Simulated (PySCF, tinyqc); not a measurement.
Inside a calculation. Method: G0W0 on RHF in the sto-3g basis, for BH, spin multiplicity 1. The lowest restricted solution is unstable here: a spin-polarised one lies 0.0142 hartree lower (PySCF). One step of it, computed by the program tinyqc.

Problem. Orthogonalisation. S = U s U^T; symmetric (Loewdin) form X = U s^(-1/2) U^T, so that X^T S X = 1.

overlap S, lower triangle:
```
           1B 1s     1B 2s    1B 2px    1B 2py    1B 2pz     2H 1s
1B 1s   1.000000
1B 2s   0.269328  1.000000
1B 2px  0.000000  0.000000  1.000000
1B 2py  0.000000  0.000000  0.000000  1.000000
1B 2pz  0.000000  0.000000  0.000000  0.000000  1.000000
2H 1s   0.087297  0.538762  0.000000  0.000000  0.524999  1.000000
```

Give: eigenvalues of S; X.

Solution.

eigenvalues of S: 0.240  0.796  1.000  1.000  1.160  1.804

X, lower triangle:
```
         1B 1s   1B 2s  1B 2px  1B 2py  1B 2pz  2H 1s
1B 1s    1.030
1B 2s   -0.157   1.234
1B 2px   0.000   0.000   1.000
1B 2py   0.000   0.000   0.000   1.000
1B 2pz  -0.015   0.196   0.000   0.000   1.187
2H 1s    0.027  -0.458   0.000   0.000  -0.439  1.385
```
